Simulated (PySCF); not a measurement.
**SiH4S (SMILES [H][Si]([H])([H])S) at 6 levels**

Aim: a comparison of 6 runs (B2PLYP/STO-6G, B3LYP/STO-6G, PBE0/STO-6G, wB97X-V/STO-6G, MP2/STO-6G, CCSD(T)/STO-6G) of SiH4S. 

Program for the calculation: PySCF 2.14.0.

6 further runs of the same task are left out: 6 set aside as unsound or not needed.

## Step 1: The structure to begin with

The species is SiH4S (6 atoms), meant as a singlet with charge 0. As SMILES, `[H][Si]([H])([H])S`. The Si1–H4 distance was set to 2.613 Å, away from the relaxed value. At this shape a bond of the SMILES string is far longer than usual.

Bond lengths: Si1–S2 2.147 Å, S2–H3 1.325 Å, Si1–H5 1.457 Å, Si1–H6 1.458 Å. Angles: Si1–S2–H3 97.0°, S2–Si1–H5 107.7°, S2–Si1–H6 107.7°, H5–Si1–H6 111.3°.

## Step 2: The energy at B2PLYP/STO-6G (run 1)

input.py reads:

```python
from pyscf import gto, dft, mp

system = gto.Mole()
system.atom = '''
Si    -0.922640    -0.009620    -0.252281
S     -0.870130     0.024740     1.893769
H     -2.180660     0.064830     2.087539
H      1.606010    -0.020690    -0.909950
H     -1.627080     1.185520    -0.697861
H     -1.624750    -1.220180    -0.659721
'''
system.verbose = 3
system.basis = 'sto-6g'
system.max_memory = 1860
system.build()

mf = dft.RKS(system)
mf.xc = '0.53*HF + 0.47*B88, 0.73*LYP'
mf.conv_tol = 1e-10
mf.grids.level = 5
mf.kernel()
if not mf.converged:
    mf = mf.newton().run(mf.mo_coeff, mf.mo_occ)

pt = mp.MP2(mf, frozen=10).run()
etot = mf.e_tot + 0.27 * pt.e_corr
print('PT2 part  %.8f' % (0.27 * pt.e_corr))
print('E(%s) = %.9f' % ('B2PLYP', etot))
```

On the command line:

```bash
OMP_NUM_THREADS=1 python input.py
```

The program printed:

```text
converged SCF energy = -687.083002912507
E(RMP2) = -687.233199178169  E_corr = -0.150196265662198
E(SCS-RMP2) = -687.258063755259  E_corr = -0.175060842752619
PT2 part  -0.04055299
E(B2PLYP) = -687.123555904
```

Run time: 4.8 s. Hardware: 1 thread of Intel Xeon 6975P-C (Granite Rapids), shared host; peak memory 0.21 GiB.

## Step 3: A single-point energy at B3LYP/STO-6G (run 2)

job.py reads:

```python
from pyscf import gto, dft

system = gto.Mole()
system.atom = '''
Si  -0.922640  -0.009620  -0.252281
S   -0.870130   0.024740   1.893769
H   -2.180660   0.064830   2.087539
H    1.606010  -0.020690  -0.909950
H   -1.627080   1.185520  -0.697861
H   -1.624750  -1.220180  -0.659721
'''
system.basis = 'sto-6g'
system.max_memory = 1860
system.spin = 0
system.verbose = 4
system.build()

ks = dft.RKS(system)
ks.xc = 'b3lyp'
ks.conv_tol = 1e-10
ks.grids.level = 5
ks.kernel()
if not ks.converged:
    ks = ks.newton().run(ks.mo_coeff, ks.mo_occ)

e_final = ks.e_tot
print('E(%s) = %.9f' % ('B3LYP', e_final))
```

On the command line:

```bash
OMP_NUM_THREADS=1 python job.py
```

The program printed:

```text
PySCF version 2.14.0

[... 76 lines left out ...]
converged SCF energy = -687.469893907734
E(B3LYP) = -687.469893908
```

It took 5.1 s on 1 thread of Intel Xeon 6975P-C (Granite Rapids), shared host; peak memory 0.2 GiB.

Runs 3 to 5 aren't shown in full; the table further down has their settings and results.

## Step 4: The energy at CCSD(T)/STO-6G (run 6)

input.py reads:

```python
from pyscf import gto, cc

molecule = gto.Mole()
molecule.atom = [
    ('Si', (-0.922640, -0.009620, -0.252281)),
    ('S', (-0.870130, 0.024740, 1.893769)),
    ('H', (-2.180660, 0.064830, 2.087539)),
    ('H', (1.606010, -0.020690, -0.909950)),
    ('H', (-1.627080, 1.185520, -0.697861)),
    ('H', (-1.624750, -1.220180, -0.659721)),
]
molecule.verbose = 3
molecule.basis = 'sto-6g'
molecule.max_memory = 1860
molecule.build()

calc0 = molecule.RHF()
calc0.conv_tol = 1e-10
calc0.kernel()
if not calc0.converged:
    calc0 = calc0.newton().run(calc0.mo_coeff, calc0.mo_occ)

mycc = cc.CCSD(calc0, frozen=10)
mycc.kernel()
e_t = mycc.ccsd_t()
e_tot = mycc.e_tot + e_t
print('E(%s) = %.9f' % ('CCSD(T)', e_tot))
```

On the command line:

```bash
OMP_NUM_THREADS=1 python input.py
```

The program printed:

```text
converged SCF energy = -686.162275566659
E(CCSD) = -686.3361005899645  E_corr = -0.1738250233050961
CCSD(T) correction = -0.00284943868172867
E(CCSD(T)) = -686.338950029
```

Wall time 0.93 s (1 thread of Intel Xeon 6975P-C (Granite Rapids), shared host); peak memory 0.12 GiB.

## Step 5: All runs side by side

```csv
run,level,frozen core orbitals,nlc grid,energy (Eh),dipole moment (D) of the reference,HOMO energy (eV),LUMO energy (eV),wall time
1,B2PLYP/STO-6G,10,–,-687.123556,1.80,-5.01,1.45,4.8 s
2,B3LYP/STO-6G,–,–,-687.469894,1.69,-3.43,-0.09,5.1 s
3,PBE0/STO-6G,–,–,-687.192020,1.74,-3.65,0.22,5.7 s
4,wB97X-V/STO-6G,–,1,-687.342844,1.80,-6.20,2.31,31 s
5,MP2/STO-6G,10,–,-686.270014,1.99,-6.32,3.72,1.2 s
6,CCSD(T)/STO-6G,10,–,-686.338950,1.99,-6.32,3.72,0.93 s
```

## Step 6: Outcome

| quantity | value |
| --- | --- |
| run 6: total energy | -686.33895 Eh |
| run 6: dipole moment (Hartree–Fock density) | 1.99 D |
| run 6: HOMO energy (Hartree–Fock orbitals) | -6.32 eV |
| run 6: LUMO energy (Hartree–Fock orbitals) | 3.72 eV |
| run 6: HOMO–LUMO gap (Hartree–Fock orbitals) | 10.04 eV |
| run 6: correlation energy (10 core orbitals frozen) | -176.7 mEh |
| run 6: (T) correction | -2.85 mEh |
| run 6: T1 diagnostic | 0.018 |

In words: Over runs 1, 2, 3, 4 the dipole moment (its size) runs from 1.69 D (B3LYP/STO-6G) to 1.80 D (wB97X-V/STO-6G). Over runs 1, 2, 3, 4 the HOMO–LUMO gap runs from 3.34 eV (B3LYP/STO-6G) to 8.52 eV (wB97X-V/STO-6G). Totals of different functionals can't be ranked against each other. In runs 1, 2, 3, 4, 5, 6 the basis is minimal, so the values are rough. In runs 1, 2, 3, 4, 5, 6 a closed-shell determinant meets a far-stretched bond, which it describes badly. All runs together took 48 s, the longest 31 s.
